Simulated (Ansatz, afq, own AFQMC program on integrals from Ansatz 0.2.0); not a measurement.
# AlNH2, singlet → AlNH2⁺, doublet, worked out

```xyz
4

Al    0.0000    0.0000    0.6968
N     0.0000    0.0000   -1.0992
H     0.0000    0.8223   -1.6887
H     0.0000   -0.8223   -1.6887
```

Connectivity, by distances: Al–NH2.

Both states at this geometry.

Basis aug-cc-pVDZ. Only valence electrons are correlated. Ansatz 0.2.0 and our own AFQMC program on the same integrals; the CISD trial comes from CCSD amplitudes, and released means the phaseless constraint is let go. Error bars are statistical, one sigma.

Total energies in eV. CBS is CCSD(T) at the limit of def2-TZVPP/QZVPP (extrapolated itself); the highest rung of each member is named.

Cautions: AlNH₂⁺ (doublet): the released energies are still falling, so no released level is given (meV from the phaseless value at times in 1/Eh: -14 ± 3 at 0.24, -15 ± 3 at 0.51, -18 ± 4 at 0.99, -20 ± 5 at 1.62, -27 ± 7 at 2.40), though the last usable value meets CCSDT(Q) within the noise, its ph-AFQMC/CISD value lies 21 ± 5 meV above CCSDT(Q).

```csv
member,count,CCSD(T)/aug-cc-pVDZ,highest rung in aug-cc-pVDZ,which,CCSD(T)/CBS
"AlNH₂⁺, doublet",+1,-8095.7039,-8095.7382,CCSDT(Q),-8098.3904
"AlNH₂, singlet",-1,-8104.1302,-8104.1631,CCSDT(Q),-8106.9186
```

Problem. Work out the best estimate of the vertical ionization energy: the CCSD(T)/CBS difference plus the step from CCSD(T) to the highest rung.

Solution. Sums with the counts: CCSD(T)/CBS 8.5282 eV, highest rung 8.4249 eV, CCSD(T)/aug-cc-pVDZ 8.4263 eV. The step is 8.4249 − 8.4263 = -0.0014 eV, so the best estimate is 8.5282 + (-0.0014) = 8.5268 eV. The basis set is worth 0.102 eV of it. Zero-point, core-correlation and spin–orbit terms aren't in it. Past Ne the Hartree–Fock part of each CBS total tends to overshoot, since the cores don't follow the formula; that largely cancels in the difference.

Best estimates are given only where the step beyond CCSD(T) is under 0.3 eV and no member's determinant is very poor (T1 over 0.05, or 0.07 for open shells, ⟨S²⟩ too high by 0.3, two states mixed), so the hardest cases are missing from such tables.

CCSDT and higher add their correlation energy to the determinant of the CCSD(T) run, since their own runs factorise the integrals more tightly (a shift of under 2 meV). Each member of a difference takes its own highest rung, so a best estimate needn't equal the limit plus the step of one row.
